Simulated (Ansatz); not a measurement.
Reaction: C2H4Si (ethynylsilane, SMILES C#C[SiH3]) → SiH3 (SMILES [SiH3], doublet) + C2H (SMILES [C]#C, doublet) (the C-Si bond breaks)
Each species at its own B3LYP-D3(BJ)/def2-TZVP minimum (Ansatz, a program for electronic structure).

Total energies in hartree (Ansatz). Radicals and triplets start from unrestricted determinants; spin-orbit coupling is neglected. Cores are frozen in correlated methods. No relativity. The UHF reference of C2H ([C]#C, doublet) is spin-contaminated (<S^2> up to 0.36 over the pure value in the sets run).

```tsv
species	HF/cc-pV(T+d)Z	CCSD(T)/cc-pV(T+d)Z	HF/cc-pV(Q+d)Z	CCSD(T)/cc-pV(Q+d)Z	CCSD(T)/cc-pV(D+d)Z	CCSDT(Q)/cc-pV(D+d)Z
1: C2H4Si (SMILES C#C[SiH3])	-366.97995	-367.46036	-366.98866	-367.49348	-367.34733	-367.34940
2: SiH3 (SMILES [SiH3], doublet)	-290.64257	-290.78856	-290.64619	-290.79897	-290.75358	-290.75426
3: C2H (SMILES C#[C], doublet)	-76.17745	-76.46716	-76.18236	-76.48720	-76.39801	-76.40053
```

Q: Work out the bond dissociation energy (electronic) in kcal/mol: take Hartree-Fock from cc-pV(Q+d)Z, extrapolate the CCSD(T) correlation energy as X^-3 (X = 3, 4), and add CCSDT(Q) - CCSD(T) in cc-pV(D+d)Z. 1 hartree = 627.51 kcal/mol.

A: 
Species 1: correlation (64·(-0.50482) - 27·(-0.48041))/37 = -0.52263; step -0.00207; E1 = -366.98866 + (-0.52263) + (-0.00207) = -367.51336
Species 2: correlation (64·(-0.15278) - 27·(-0.14599))/37 = -0.15773; step -0.00068; E2 = -290.64619 + (-0.15773) + (-0.00068) = -290.80460
Species 3: correlation (64·(-0.30484) - 27·(-0.28971))/37 = -0.31588; step -0.00252; E3 = -76.18236 + (-0.31588) + (-0.00252) = -76.50076
-1·E1 +1·E2 +1·E3 = 0.20800 hartree = 130.5 kcal/mol.
